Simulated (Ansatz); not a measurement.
Reaction (SMILES): ClCCl → Cl[CH2] (CH2-Cl) + Cl atom
B3LYP-D3(BJ)/def2-TZVP geometries, fixed; electronic energies without zero-point terms.

Effect of a fitting basis named in the input at r2SCAN/def2-TZVPP with Ansatz (an electronic-structure program), against the last row, where the bond dissociation energy is 78.27 kcal/mol. Open shells are unrestricted. The default fits or decomposes integrals by the program's own choice; accuracy: high also tightens integrals, grids and stops.

```csv
setting,largest shift of a total energy (mEh),shift of the bond dissociation energy (kcal/mol)
fitting: def2-SV(P)-JKFIT,-0.056,-0.001
fitting: def2-universal-JKFIT,-0.056,-0.001
fitting: cc-pVTZ-JKFIT,-0.031,0.005
fitting: cc-pVQZ-JKFIT,-0.011,0.000
fitting: cc-pV5Z-JKFIT,-0.009,0.000
fitting: def2-universal-JFIT,-0.131,0.009
accuracy: high,-0.001,-0.001
accuracy: medium (default),0.000,0.000
```

Within 0.02 kcal/mol in the bond dissociation energy: fitting: def2-SV(P)-JKFIT; fitting: def2-universal-JKFIT; fitting: cc-pVTZ-JKFIT; fitting: cc-pVQZ-JKFIT; fitting: cc-pV5Z-JKFIT; fitting: def2-universal-JFIT; accuracy: high. The largest shift is 0.131 mEh in a total energy and 0.009 kcal/mol in the difference.
